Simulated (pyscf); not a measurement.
**Four-centre exchange: H₃C–O–SiH₃ + HO–SiH₃ → HO–SiH₂–CH₂–O–SiH₃ + H₂**

Gas phase, singlet surface, charge 0. Bonds broken: C1–H4, Si11–H13. Bonds formed: C1–Si11, H4–H13. Optimised with ωB97X-D3(BJ)/def2-SVP in PySCF.

Transition state (Å):

```xyz
15

C     -1.5789     0.1225     0.1840
O     -0.6878    -0.9594     0.2351
Si     0.2442    -1.5521    -1.0229
H     -1.2604     1.0228     1.2353
H     -2.4575    -0.1042     0.8201
H     -1.9687     0.3277    -0.8301
H      1.6488    -1.0685    -0.9448
H     -0.3687    -1.1327    -2.3189
H      0.2348    -3.0361    -0.9090
O      1.1842     2.2910     0.9018
Si    -0.2949     1.8850     0.2454
H      1.1452     2.6335     1.8031
H     -0.8766     1.7823     1.9076
H      0.2650     1.3215    -1.0250
H     -1.2946     2.9397    -0.0618
```

One imaginary mode, 1569i cm⁻¹; descent along it reached the two sides named.

| bond | change | reactant side (Å) | saddle | product side |
|---|---|---|---|---|
| C1–H4 | breaks | 1.106 | 1.420 | 5.3 |
| Si11–H13 | breaks | 1.494 | 1.764 | 3.8 |
| C1–Si11 | forms | 3.7 | 2.181 | 1.892 |
| H4–H13 | forms | 2.551 | 1.084 | 0.761 |

Electronic energies relative to the separated reactants (kcal/mol):

```csv
level,barrier,reaction energy,reverse barrier
ωB97X-D3(BJ)/def2-TZVP,70.5,+5.5,64.9
PBE/def2-TZVP,63.3,+7.1,56.2
r²SCAN/def2-TZVP,65.6,+6.3,59.3
B3LYP-D3(BJ)/def2-TZVP,70.3,+6.6,63.7
PBE0-D3(BJ)/def2-TZVP,65.6,+6.6,58.9
M06-2X/def2-TZVP,71.9,+5.6,66.4
ωB97M-D3(BJ)/def2-TZVP,70.6,+6.6,64.0
HF/def2-TZVP,97.9,+13.9,84.0
```

With ωB97M-D3(BJ)/def2-TZVP energies and thermal terms (ideal gas, 1 atm, RRHO with modes under 100 cm⁻¹ raised to 100, one conformer, R ln 2 for chiral ones without a mode under 150 cm⁻¹), in kcal/mol:

| T (K) | ΔH‡ | ΔG‡ | ΔH | ΔG |
|---|---|---|---|---|
| 298 | 68.9 | 82.0 | +3.4 | +7.5 |
| 600 | 69.3 | 95.1 | +5.0 | +10.9 |
| 900 | 70.2 | 107.8 | +6.2 | +13.5 |
| 1200 | 71.1 | 120.2 | +7.0 | +15.8 |

At the saddle there is also a short H–Si contact that neither side keeps. The same reactants have a lower exit, to CH₄ + HO–SiH₂–O–SiH₃ (barrier +61.7 kcal/mol at ωB97M-D3(BJ)/def2-TZVP, against +70.6 kcal/mol here). H₃C–O–SiH₃ lies 23.7 kcal/mol over its isomer H₃C–SiH₂–OH (electronic energy, ωB97M-D3(BJ)/def2-TZVP). HO–SiH₂–CH₂–O–SiH₃ lies 31.8 kcal/mol over its isomer H₃C–O–SiH₂–O–SiH₃ (electronic energy, ωB97M-D3(BJ)/def2-TZVP). One saddle was located; it need not be the lowest between these sides.
